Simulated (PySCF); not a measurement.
# Potential energy of LiMg⁺ along the bond

Set-up: PySCF, no relativity, basis sets Li cc-pVDZ, Mg cc-pVDZ. Energies in eV from Li⁺ + Mg in their ground configurations at the same level. State: ¹Σ⁺ (singlet), closed shell.

| R (Å) | r²SCAN | RHF-MP2 | BLYP | RHF-CCSD |
| --- | --- | --- | --- | --- |
| 2.499 | -0.5848 | -0.5977 | -0.6869 |  |
| 2.615 | -0.6852 | -0.7031 | -0.7733 | -0.7034 |
| 2.732 | -0.7451 | -0.7666 | -0.8223 | -0.7653 |
| 2.819 | -0.7694 | -0.7926 | -0.8404 | -0.7904 |
| 2.906 | -0.7799 | -0.8041 | -0.8459 | -0.8010 |
| 2.993 | -0.7794 | -0.8039 | -0.8416 | -0.7999 |
| 3.109 | -0.7656 | -0.7896 | -0.8242 | -0.7843 |
| 3.255 | -0.7330 | -0.7553 | -0.7893 | -0.7481 |
| 3.429 | -0.6799 | -0.6990 | -0.7355 | -0.6889 |
| 3.662 | -0.5975 | -0.6110 | -0.6546 |  |

Q: Put a parabola through the three lowest points of the r²SCAN curve and estimate Re, k and ωe (reduced mass 5.428 u; 1 eV/Å² = 0.16022 mdyn/Å; ωe = 1302.8·√(k/μ) cm⁻¹).

A: Through R = 2.819, 2.906, 2.993 Å the second-order coefficient is 0.727 eV/Å², so Re ≈ 2.946 Å, k ≈ 0.233 mdyn/Å and ωe ≈ 270 cm⁻¹. A polynomial fit of higher order to the unrounded r²SCAN energies gives Re = 2.944 Å, k = 0.209 mdyn/Å, ωe = 255 cm⁻¹; anharmonicity and rounding make the difference.

The higher-order fit for each curve: r²SCAN: Re = 2.944 Å, ωe = 255 cm⁻¹, De = 0.78 eV; RHF-MP2: Re = 2.947 Å, ωe = 262 cm⁻¹, De = 0.81 eV; BLYP: Re = 2.908 Å, ωe = 254 cm⁻¹, De = 0.85 eV; RHF-CCSD: Re = 2.940 Å, ωe = 265 cm⁻¹, De = 0.80 eV.

Correlated steps freeze 1 core orbital. Closed-shell solutions of metal pairs were not tested for spin polarisation, which can lower them a little. Correlated levels converge slowly with the basis: in double zeta they bind strong bonds too weakly, by up to about 1 eV, and carry superposition errors of some tenths. For an ion De counts to the pair picked by the measured ionisation energies or electron affinities, which need not be the lowest pair at this level.
